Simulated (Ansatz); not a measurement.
# NH3 (ammonia) at 6 levels

Aim: a comparison of 6 runs (HF/6-31G, CAM-B3LYP/6-31G, PBE/3-21G, r2SCAN0/6-31G, MP2/3-21G, CCSDT/6-31G) of NH3 (ammonia). 

Program for the calculation: Ansatz 0.2.0.

48 further runs of the same task are left out: 48 set aside as unsound or not needed.

### Step 1. The system as given

The species is NH3 (4 atoms), meant as a singlet with charge 0. SMILES: `N`. The H2–N1 distance was set to 2.531 Å, away from the relaxed value. At this shape a bond of the SMILES string is far longer than usual.

Bond lengths: N1–H3 1.013 Å, N1–H4 1.013 Å. Angles: H3–N1–H4 107.1°.

### Step 2. A single-point energy at HF/6-31G (run 1)

The input, input.yaml:

```yaml
crystal:
  periodic: [false, false, false]
  atoms:
    - symbol: "N"
      position_ang: [-0.910458, 1.076384, -0.846420]
    - symbol: H
      position_ang: [0.490470, -0.301820, 0.749180]
    - symbol: H
      position_ang: [-1.728028, 0.524974, -1.076260]
    - symbol: H
      position_ang: [-0.373628, 1.181194, -1.698550]
basis:
  gaussian:
    orbitals: 6-31G
hamiltonian:
  xc: hf
accuracy: high
```

Command:

```console
$ ansatz run input.yaml --threads 1 --pin off --max-ram 3480MiB --events-out events.jsonl --progress --plain --runs-dir runs
```

The log of the run:

```text
Warning: RAYON_NUM_THREADS=1 ignored (pool sized by the plan → 1); use --threads N
Functional definition: HF
  name "HF"
  exchange = exact_x
  correlation = 0
348 factors; integrals over basis functions are off by at most 9.8e-9 eV
mean field evaluation 1: about -1514.7035 eV, gradient 3.9e1 eV
mean field evaluation 2: about -1514.7025 eV, gradient 3.9e1 eV
mean field evaluation 4: about -1520.7397 eV, gradient 6.3e0 eV
mean field evaluation 8: about -1520.8890 eV, gradient 2.2e-1 eV
mean field evaluation 16: about -1516.0431 eV, gradient 1.7e1 eV
mean field -1520.88968294 eV, -55.8916649518 hartree, gradient 6.1e-8 eV, S^2 0.000000; 0 other end points of the search recorded, 0 dependent functions left out
reference -1520.88968294 eV, -55.8916649518 hartree; 5, 5 occupied and 10, 10 virtual orbitals, 348 factors
Total energy: -1520.88968294 eV, -55.8916649518 hartree
```

It took 0.08 s on 1 thread of Intel Xeon 6975P-C (Granite Rapids), shared host.

### Step 3. The energy at CAM-B3LYP/6-31G (run 2)

The input, run.yaml:

```yaml
crystal:
  periodic: [false, false, false]
  atoms:
    - {symbol: N, position_ang: [-0.910458, 1.076384, -0.846420]}
    - {symbol: H, position_ang: [0.490470, -0.301820, 0.749180]}
    - {symbol: H, position_ang: [-1.728028, 0.524974, -1.076260]}
    - {symbol: H, position_ang: [-0.373628, 1.181194, -1.698550]}
basis:
  gaussian:
    orbitals: 6-31G
hamiltonian:
  xc: {name: CAM-B3LYP}
accuracy: high
```

Command:

```console
$ ansatz run run.yaml --threads 1 --pin off --max-ram 3480MiB --events-out events.jsonl --progress --plain --runs-dir runs
```

The log of the run:

```text
Warning: RAYON_NUM_THREADS=1 ignored (pool sized by the plan → 1); use --threads N
Functional definition: CAM-B3LYP
  name "CAM-B3LYP"
  parameter alpha = 0.19
  parameter beta = 0.46
  parameter omega = 0.33/bohr
  parameter ac = 0.81
  exchange = (1 - alpha - beta)*b88_x + beta*b88_x_sr(omega) + alpha*exact_x + beta*exact_x_lr(omega)
  correlation = (1 - ac)*vwn5_c + ac*lyp_c
348 factors; integrals over basis functions are off by at most 9.8e-9 eV
150 factors; integrals over basis functions are off by at most 2.2e-9 eV
mean field evaluation 1: about -1519.5746 eV, gradient 5.8e1 eV
mean field evaluation 2: about -1503.0178 eV, gradient 8.9e1 eV
mean field evaluation 4: about -1530.2717 eV, gradient 1.5e1 eV
mean field evaluation 8: about -1531.0593 eV, gradient 1.7e-1 eV
mean field evaluation 16: about -1531.0602 eV, gradient 1.5e-5 eV
mean field -1531.06016693 eV, -56.2654233449 hartree, gradient 2.6e-8 eV, S^2 0.000000; 0 other end points of the search recorded, 0 dependent functions left out
reference -1531.06017892 eV, -56.2654237853 hartree; 5, 5 occupied and 10, 10 virtual orbitals, 348 factors
Total energy: -1531.06017892 eV, -56.2654237853 hartree
```

Wall time 0.42 s (1 thread of Intel Xeon 6975P-C (Granite Rapids), shared host).

Runs 3 to 5 aren't shown in full; the table further down has their settings and results.

### Step 4. A single-point energy at CCSDT/6-31G (run 6)

The input, job.yaml:

```yaml
crystal:
  periodic: [false, false, false]
  atoms:
    - {symbol: "N", position_ang: [-0.910458, 1.076384, -0.846420]}
    - {symbol: H, position_ang: [0.490470, -0.301820, 0.749180]}
    - {symbol: H, position_ang: [-1.728028, 0.524974, -1.076260]}
    - {symbol: H, position_ang: [-0.373628, 1.181194, -1.698550]}
basis:
  gaussian: {orbitals: 6-31G}
correlation: {method: ccsdt, frozen_orbitals: {H: 0, "N": 1}}
accuracy: high
scf: {omitted_lower_state_checks: [cluster_reference, increment]}
```

Command:

```console
$ ansatz run job.yaml --threads 1 --pin off --max-ram 3480MiB --events-out events.jsonl --progress --plain --runs-dir runs
```

The log of the run:

```text
Warning: RAYON_NUM_THREADS=1 ignored (pool sized by the plan → 1); use --threads N
[... 12 lines left out ...]
1 core orbitals not correlated: weight in the atoms' cores, before any rotation towards them, 1.000 or more for the frozen orbitals, at most 0.000 for the correlated occupied ones
[... 36 lines left out ...]
WARN: these amplitudes may be one of several solutions (largest doubles amplitude 0.70, level shift 6.85 eV)
Total energy: -1527.55350974 eV, -56.1365560698 hartree
Checks for a lower state left out: cluster_reference, increment
```

It took 0.22 s on 1 thread of Intel Xeon 6975P-C (Granite Rapids), shared host.

### Step 5. The series

```csv
run,level,frozen core orbitals,energy (Eh),wall time
1,HF/6-31G,–,-55.891665,0.08 s
2,CAM-B3LYP/6-31G,–,-56.265424,0.42 s
3,PBE/3-21G,–,-55.949789,0.38 s
4,r2SCAN0/6-31G,–,-56.250377,0.61 s
5,MP2/3-21G,1,-55.775353,0.08 s
6,CCSDT/6-31G,1,-56.136556,0.22 s
```

### Step 6. Results

| quantity | value |
| --- | --- |
| run 6: total energy | -56.13656 Eh |
| run 6: correlation energy (1 core orbital frozen) | -244.9 mEh |
| run 6: T1 diagnostic | 0.053 |

**Reading.** Totals of different functionals can't be ranked against each other. In runs 5, 6 the log says that unrestricted orbitals would lower the reference, so the values rest on an unstable closed-shell determinant (other closed-shell runs at this shape may share the fault). In runs 1, 2, 3, 4, 5 a closed-shell determinant meets a far-stretched bond, which it describes badly. All runs together took 1.8 s, the longest 0.61 s.
